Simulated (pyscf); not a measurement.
# Four-centre exchange: HO–Si(SiH₃)(SiH₃)–SiH₃ + hydrogen chloride (HCl) → HO–Si(SiH₃)(SiH₃)–Cl + silane (SiH₄)

Gas phase, singlet surface, charge 0. Bonds broken: Si2–Si3, Cl16–H17. Bonds formed: Si2–Cl16, Si3–H17. Structures and frequencies: ωB97X-D3(BJ)/def2-SVP in PySCF.

Transition state (Å):

```xyz
17

O     -1.0868     1.7215    -0.6483
Si    -0.3532     0.6650     0.4446
Si    -1.1556    -1.1049    -1.2285
Si    -1.6574     0.5793     2.3604
Si     1.9652     0.8223     0.3846
H     -0.5364     2.0429    -1.3723
H     -0.4500    -0.5123    -2.3951
H     -2.5898    -0.7316    -1.1744
H     -0.9844    -2.5816    -1.2207
H     -2.4837    -0.6571     2.3183
H     -2.5663     1.7661     2.3740
H     -0.7763     0.6179     3.5559
H      2.5163     0.8683     1.7624
H      2.5128    -0.3099    -0.4102
H      2.3236     2.0946    -0.3261
Cl     0.5179    -1.6225     1.6996
H     -0.3076    -1.0968     0.2692
```

One imaginary mode, 850i cm⁻¹; descent along it reached the two sides named.

```tsv
bond	change	reactant side (Å)	saddle	product side
Si2–Si3	breaks	2.343	2.564	3.9
Cl16–H17	breaks	1.287	1.733	3.2
Si2–Cl16	forms	3.5	2.8	2.086
Si3–H17	forms	3.1	1.721	1.488
```

Electronic energies relative to the separated reactants (eV):

```json
[
 {"level": "ωB97X-D3(BJ)/def2-TZVP", "barrier": "0.99", "reaction energy": "-1.06", "reverse barrier": "2.05"},
 {"level": "PBE/def2-TZVP", "barrier": "0.85", "reaction energy": "-1.00", "reverse barrier": "1.86"},
 {"level": "r²SCAN/def2-TZVP", "barrier": "0.87", "reaction energy": "-1.11", "reverse barrier": "1.97"},
 {"level": "B3LYP-D3(BJ)/def2-TZVP", "barrier": "0.94", "reaction energy": "-1.12", "reverse barrier": "2.06"},
 {"level": "PBE0-D3(BJ)/def2-TZVP", "barrier": "0.88", "reaction energy": "-1.01", "reverse barrier": "1.89"},
 {"level": "M06-2X/def2-TZVP", "barrier": "0.97", "reaction energy": "-1.21", "reverse barrier": "2.19"},
 {"level": "ωB97M-D3(BJ)/def2-TZVP", "barrier": "1.00", "reaction energy": "-1.18", "reverse barrier": "2.18"},
 {"level": "HF/def2-TZVP", "barrier": "1.96", "reaction energy": "-1.35", "reverse barrier": "3.32"}
]
```

With ωB97M-D3(BJ)/def2-TZVP energies and thermal terms (ideal gas, 1 atm, RRHO with modes under 100 cm⁻¹ raised to 100, one conformer, R ln 2 for chiral ones without a mode under 150 cm⁻¹), in eV:

```json
[
 {"T (K)": "298", "ΔH‡": "0.99", "ΔG‡": "1.54", "ΔH": "-1.17", "ΔG": "-1.13"},
 {"T (K)": "600", "ΔH‡": "0.98", "ΔG‡": "2.10", "ΔH": "-1.20", "ΔG": "-1.07"},
 {"T (K)": "900", "ΔH‡": "0.99", "ΔG‡": "2.65", "ΔH": "-1.23", "ΔG": "-1.00"},
 {"T (K)": "1200", "ΔH‡": "1.01", "ΔG‡": "3.21", "ΔH": "-1.24", "ΔG": "-0.92"}
]
```

At the saddle there is also a short H–Si contact that neither side keeps. This is the saddle that the search found; another between the same sides may lie lower.
